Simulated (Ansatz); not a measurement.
# BSiHO+ (quartet): wave-function methods side by side, cc-pVDZ

One table from this session's results is given with a row withheld; the runs are named, their logs left out.

Method: cc-pVDZ, core rule «outside noble gas», up to 7 orbitals frozen; program: Ansatz 0.2.0, Gaussian basis.

Plan: UHF; CCSD(T) on ROHF; CCSD(T) on UHF; BCCD(T) on ROHF; CISD; CCSDT(Q) on ROHF; CCSDT(Q) on UHF.

27 further runs of the same task are left out: 9 that didn't finish, 18 set aside as unsound or not needed.

### What is computed

The geometry is a PBE0/def2-TZVP stationary point (not a proven minimum) of the parent state, kept for this charge and spin.

4 atoms, charge 1, spin multiplicity 4.

Atoms are counted from 1 here; the program's logs count them from 0.

Bond lengths: B1–O2 1.301 Å, B1–H4 1.196 Å, O2–Si3 1.661 Å. Angles: O2–B1–H4 128.4°, B1–O2–Si3 176.8°.

Coordinates:

```xyz
4
BHOSi
B     0.0000   -0.2896    0.8567
O     0.0000   -0.1716   -0.4392
Si    0.0000   -0.1148   -2.0996
H     0.0000    0.5761    1.6821
```

The first run:

in.yaml reads:

```yaml
crystal:
  periodic: [false, false, false]
  atoms:
    - {symbol: B, position_ang: [0.000012, -0.289616, 0.856663]}
    - {symbol: O, position_ang: [-0.000018, -0.171632, -0.439229]}
    - {symbol: Si, position_ang: [0.000003, -0.114843, -2.099559]}
    - {symbol: H, position_ang: [0.000004, 0.576091, 1.682126]}
basis:
  gaussian: {orbitals: cc-pVDZ}
total_charge: 1
magnetization: {spin_polarized: true, initial_magnetization: 3}
hamiltonian: {xc: hf}
output: {orbitals: {seedname: orbitals}}
```

Command:

```
> ansatz run in.yaml --threads 1 --pin off --events-out ev --progress --plain --max-ram 2393MiB
```

Among the steps run: UHF; CCSD(T) on ROHF; CCSD(T) on UHF; BCCD(T) on ROHF; CISD; CCSDT(Q) on ROHF; CCSDT(Q) on UHF.

One of the session's tables, all rows but one given; the rest of the session is left out.

It belongs to the step «Misses and costs». 

```
   method  from UCCSDT(Q) (meV)
     ROHF               +8491.4
      UHF               +8454.8
     RMP2                +865.0
     UMP2                +837.7
     CISD               +1023.2
    RCCSD                +360.8
    UCCSD                +356.6
 RCCSD(T)                 +64.6
 UCCSD(T)                 +63.7
  BCCD(T)                     ?
   RCCSDT                 +30.5
   UCCSDT                 +30.6
RCCSDT(Q)                 +14.0
UCCSDT(Q)                     0
```

Q: Estimate the row for BCCD(T) from the others.

As computed: from UCCSDT(Q) (meV): +63.2. In the column «from UCCSDT(Q) (meV)» it lies between UCCSDT (+30.6) and UCCSD(T) (+63.7).

To keep in mind: Restricted and unrestricted rows rest on different reference determinants; where their highest levels disagree by more than a few hundredths of an eV, they describe different states and don't form one ladder.
